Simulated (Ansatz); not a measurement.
GaS (P6₃/mmc, No. 194) was calculated with LDA in Ansatz (PAW).

Numerical settings: plane-wave cutoff 500 eV, 12×12×4 k mesh (along the axes of the cell as run), gaussian smearing 0.02 eV, scalar-relativistic PAW data made under PBE.

Cell (relaxed at this level):

```yaml
crystal:
  lattice:
    - [3.53655, 0.00000, 0.00000]
    - [-1.76827, 3.06274, 0.00000]
    - [0.00000, 0.00000, 15.23900]
  atoms:
    - { symbol: Ga, position: [0.33333, 0.66667, 0.32905] }
    - { symbol: Ga, position: [0.66667, 0.33333, 0.67095] }
    - { symbol: Ga, position: [0.66667, 0.33333, 0.82905] }
    - { symbol: Ga, position: [0.33333, 0.66667, 0.17095] }
    - { symbol: S, position: [0.33333, 0.66667, 0.89982] }
    - { symbol: S, position: [0.66667, 0.33333, 0.10018] }
    - { symbol: S, position: [0.66667, 0.33333, 0.39982] }
    - { symbol: S, position: [0.33333, 0.66667, 0.60018] }
```

Question: Estimate the band gap that the calculation returns.

Answer: 
- band gap: 1.37 eV (on the SCF k mesh)

Measured, for comparison: band gap 2.5 eV (temperature not stated, not corrected to a static lattice, compiled measured gap; kind and temperature not stated; as tabulated in Kothakonda et al. (2022), arXiv:2208.02841).

Spin–orbit coupling is not included.

Ansatz is an electronic-structure program.
